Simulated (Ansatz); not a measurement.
A nudged elastic band was laid between two geometries of C2H4ClN (8 atoms, charge 0, multiplicity 1).

Theory: RKS PBE-D4/def2-SVP (Ansatz).

```json
{
  "movable images": "5",
  "climbing image": "yes",
  "spring": "5.0 eV/Å²",
  "optimiser": "quadratic models (default)",
  "start path": "through a guess of the saddle point",
  "force threshold": "0.03 eV/Å",
  "iteration limit": "60",
  "end points": "relaxed"
}
```

First end point:

```xyz
8
Properties=species:S:1:pos:R:3
C 0.028 1.064 0.249
N 0.363 -0.308 0.552
C 0.015 -1.210 -0.257
Cl 0.376 -2.897 0.030
H -0.526 1.211 -0.710
H -0.582 1.482 1.078
H 0.959 1.669 0.217
H -0.539 -1.069 -1.214
```

Last end point:

```xyz
8
Properties=species:S:1:pos:R:3
C -0.174 1.055 0.219
N -0.459 -0.346 0.432
C 0.188 -1.201 -0.231
Cl -0.089 -2.917 -0.041
H -1.104 1.574 -0.093
H 0.129 1.516 1.183
H 0.621 1.261 -0.539
H 0.981 -0.998 -0.987
```

Question: What changes between the two ends?

Answer: No bond is made or broken. The dihedral H7–C1–N2–C3 goes from -122 to 0°. The two ends are copies of one structure, up to a mirror image or an exchange of like atoms.

Question: What energy profile does the band end with?

Answer: The forces met the threshold. The highest image is number 3 of 0 to 6, 2.2 kcal/mol above the ends, which have the same energy within 2 meV. A vibrational analysis at the climbing image gives one clearly imaginary mode, 230i cm⁻¹: a first-order saddle point.

```json
{"image": "0", "path coordinate (Å)": "0.00", "energy (kcal/mol)": "0.0", "dihedral H7–C1–N2–C3 (°)": "-122"}
{"image": "1", "path coordinate (Å)": "0.42", "energy (kcal/mol)": "0.5", "dihedral H7–C1–N2–C3 (°)": "-102"}
{"image": "2", "path coordinate (Å)": "0.84", "energy (kcal/mol)": "1.6", "dihedral H7–C1–N2–C3 (°)": "-81"}
{"image": "3", "path coordinate (Å)": "1.26", "energy (kcal/mol)": "2.2", "dihedral H7–C1–N2–C3 (°)": "-60"}
{"image": "4", "path coordinate (Å)": "1.68", "energy (kcal/mol)": "1.6", "dihedral H7–C1–N2–C3 (°)": "-40"}
{"image": "5", "path coordinate (Å)": "2.10", "energy (kcal/mol)": "0.5", "dihedral H7–C1–N2–C3 (°)": "-20"}
{"image": "6", "path coordinate (Å)": "2.52", "energy (kcal/mol)": "0.0", "dihedral H7–C1–N2–C3 (°)": "0"}
```

Question: What is the geometry of the highest image?

Answer: 
```xyz
8
Properties=species:S:1:pos:R:3
C -0.086 1.060 0.290
N -0.027 -0.350 0.640
C 0.115 -1.200 -0.278
Cl 0.196 -2.916 0.063
H -0.939 1.284 -0.388
H -0.214 1.671 1.205
H 0.843 1.401 -0.217
H 0.205 -1.008 -1.372
```

Question: What are the harmonic wavenumbers there?

Answer: 230i, 239, 256, 412, 836, 885, 1014, 1058, 1097, 1273, 1358, 1408, 1430, 1707, 2942, 2978, 3020, 3063 cm⁻¹.

Run time: 2.3 min on 1 thread of Intel(R) Xeon(R) Processor @ 2.50GHz (Skylake/Cascade Lake) (shared host), peak memory 0.25 GiB.
